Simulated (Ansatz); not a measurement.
Geometry optimisation, RKS PBE0-D4/6-31G* in Ansatz.

Input file:

```yaml
crystal:
  periodic: [false, false, false]
  atoms:
    - { symbol: B, position_ang: [-1.13371, -0.569592, -0.712721] }
    - { symbol: C, position_ang: [1.078615, 1.12448, 0.087967] }
    - { symbol: C, position_ang: [-0.988551, -1.458311, 0.34295] }
    - { symbol: H, position_ang: [0.753396, 0.104028, -0.092048] }
    - { symbol: H, position_ang: [-1.338692, 0.114811, -1.653827] }
    - { symbol: H, position_ang: [0.308708, 1.838048, -0.216681] }
    - { symbol: H, position_ang: [1.268463, 1.23943, 1.158527] }
    - { symbol: H, position_ang: [1.996503, 1.309326, -0.476554] }
    - { symbol: H, position_ang: [-0.31405, -1.361066, 1.186294] }
    - { symbol: H, position_ang: [-1.630682, -2.341154, 0.376094] }
basis:
  gaussian: { orbitals: "6-31G*" }
hamiltonian:
  xc: pbe0
  dispersion: d4
relax:
  f_tol: 0.03
  max_steps: 50
```

Command:

```bash
$ ansatz run input.yaml --threads 1 --pin off --max-ram 2048MiB --backend cpu --events-out ev --progress --plain --runs-dir out
```

Question: Where does it end, and by what steps?

Answer: It converged. The force dipped under the threshold on the way, but the program's further checks kept it going. After 27 steps the energy has fallen by 0.079 eV; H8 moved furthest, 0.72 Å.

| step | energy less start (eV) | largest force component (eV/Å) | accepted |
| --- | --- | --- | --- |
| 0 | 0.0000 | 0.424 | yes |
| 1 | -0.0197 | 0.560 | yes |
| 2 | -0.0496 | 0.452 | yes |
| 3 | -0.0522 | 0.470 | yes |
| 4 | -0.0634 | 0.240 | yes |
| 5 | -0.0690 | 0.106 | yes |
| 6 | -0.0711 | 0.088 | yes |
| 7 | -0.0517 | 0.630 | no |
| 8 | -0.0721 | 0.027 | yes |
| 9 | -0.0707 | 0.134 | no |
| 10 | -0.0729 | 0.033 | yes |
| 11 | -0.0736 | 0.054 | yes |
| 12 | -0.0739 | 0.078 | yes |
| 13 | -0.0743 | 0.077 | yes |
| 14 | -0.0747 | 0.100 | yes |
| 15 | -0.0735 | 0.110 | no |
| 16 | -0.0752 | 0.065 | yes |
| 17 | -0.0762 | 0.114 | yes |
| 18 | -0.0768 | 0.081 | yes |
| 19 | -0.0774 | 0.041 | yes |
| 20 | -0.0777 | 0.098 | yes |
| 21 | -0.0782 | 0.044 | yes |
| 22 | -0.0786 | 0.012 | yes |
| 23 | -0.0779 | 0.095 | no |
| 24 | -0.0782 | 0.058 | no |
| 25 | -0.0787 | 0.008 | yes |
| 26 | -0.0780 | 0.153 | no |
| 27 | -0.0789 | 0.006 | yes |

```xyz
10
Properties=species:S:1:pos:R:3
B -1.157 -0.717 -0.797
C 1.217 1.178 0.110
C -1.244 -1.476 0.356
H 1.341 0.171 -0.299
H -1.119 -0.094 -1.798
H 0.159 1.385 0.294
H 1.763 1.247 1.054
H 1.613 1.909 -0.599
H -0.606 -1.320 1.223
H -1.967 -2.284 0.455
```

Time of the run: 79 s on 1 thread of Intel(R) Xeon(R) Processor @ 2.70GHz (shared host), peak memory 0.13 GiB.
